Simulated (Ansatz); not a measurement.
# Cost against result

The pair of NH$_{3}$ (SMILES N, atoms 1–4) and SO$_{2}$ (SMILES O=S=O, atoms 5–7), both closed shells, in one local arrangement (a lower one may exist), relaxed at PBE0-D4/def2-TZVP:

N1  (-0.084, 0.092, -0.988)
H2  (-0.996, 0.077, -1.427)
H3  (0.190, 1.057, -0.846)
H4  (0.589, -0.346, -1.605)
O5  (-1.012, 0.228, 1.862)
S6  (-0.035, -0.720, 1.400)
O7  (1.349, -0.387, 1.605)
(Å)

Interaction energies are counterpoise-corrected; the time is that of the whole pair.

Ansatz 0.2.0; basis: as named in each row; cores frozen in the correlated methods. B3LYP uses VWN-RPA correlation. Extrapolation: Hartree–Fock as exp(−7.88 √X), correlation as X^−2.97.

Times are rough, for one single point on 4 threads of a shared host (Arm Neoverse V1).

The estimate by CCSD(T) at an estimated basis limit (MP2 extrapolated from triple and quadruple zeta, plus CCSD(T) − MP2 in triple zeta) is -0.226 eV.

```tsv
method	basis	time (s)	interaction energy (eV)	method less estimate
HF	STO-3G	under 1	0.136	0.362
PBE-D4	STO-3G	under 1	0.060	0.286
SPW92	def2-SVP	under 1	-0.578	-0.352
B3LYP-D4	6-31G	under 1	-0.481	-0.255
PBE-D4	def2-SVP	under 1	-0.393	-0.167
PBE0-D4	def2-SVP	under 1	-0.409	-0.183
CCSD(T)	def2-SVP	2	-0.091	0.135
PBE-D4	def2-TZVPPD	2	-0.359	-0.133
revPBE-D4	def2-TZVPPD	2	-0.344	-0.117
BLYP-D4	def2-TZVPPD	2	-0.308	-0.082
HSE06-D4	def2-TZVPPD	2	-0.359	-0.132
B3LYP-D4	def2-TZVPPD	2	-0.321	-0.094
PBE0-D4	def2-TZVPPD	3	-0.359	-0.133
wB97M-V	def2-SVP	3	-0.341	-0.114
r2SCAN-D4	def2-TZVPPD	3	-0.362	-0.135
B2PLYP	def2-TZVPPD	5	-0.199	0.027
wB97X-V	def2-TZVPPD	6	-0.287	-0.061
B97M-V	def2-TZVPPD	6	-0.300	-0.074
wB97M-V	def2-TZVPPD	7	-0.285	-0.059
MP2	def2-QZVPPD	13	-0.208	0.018
CCSD(T)	def2-TZVPPD	83	-0.172	0.055
```

The T1 diagnostic stays at or below 0.022. The restricted Hartree–Fock reference is unstable towards an unrestricted one at one or more of these structures.
